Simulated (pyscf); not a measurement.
Optimised with ωB97X-D3(BJ)/def2-SVP in PySCF.

Task: PBE/def2-TZVP puts the barrier of Cl–Ta(Cl)(Cl)(Cl)–Cl + hydrogen fluoride (HF) → hydrogen chloride (HCl) + F–Ta(Cl)(Cl)(Cl)–Cl (four-centre exchange; singlet surface; Cl–Ta, F–H broken, Cl–H, F–Ta formed) at -0.9 kcal/mol and the reaction energy at -8.1 kcal/mol, from the separated reactants. What do B3LYP-D3(BJ)/def2-TZVP, PBE0-D3(BJ)/def2-TZVP, ωB97M-D3(BJ)/def2-TZVP give on the same structures?

Result: B3LYP-D3(BJ): ΔE‡ = 0.7 kcal/mol, ΔE = -7.1 kcal/mol; PBE0-D3(BJ): ΔE‡ = 0.1 kcal/mol, ΔE = -5.5 kcal/mol; ωB97M-D3(BJ): ΔE‡ = 0.5 kcal/mol, ΔE = -8.8 kcal/mol. PBE's barrier lies under all of them, by 1.0 to 1.6 kcal/mol. Its reaction energy lies among theirs. On the reactant side the descent ends in an adduct with a F–Ta contact, 8.6 kcal/mol under the separated species and 8.6 kcal/mol under the saddle at ωB97X-D3(BJ)/def2-TZVP. On the product side the descent ends in an adduct with a Cl–Ta contact, 7.8 kcal/mol under the separated species and 12.4 kcal/mol under the saddle at ωB97X-D3(BJ)/def2-TZVP. At PBE the saddle lies under the separated reactants, which points to a path from their complex (located at ωB97X-D3(BJ) alone). What is counted as formed (F–Ta) is already present as a longer contact in the reactant adduct; forming that adduct is a step of its own. What is counted as broken (Cl–Ta) persists as a longer contact in the product adduct; parting that adduct is a step of its own. This is the saddle that the search found; another between the same sides may lie lower. Elements past Kr carry the def2 core potentials, without spin-orbit coupling.
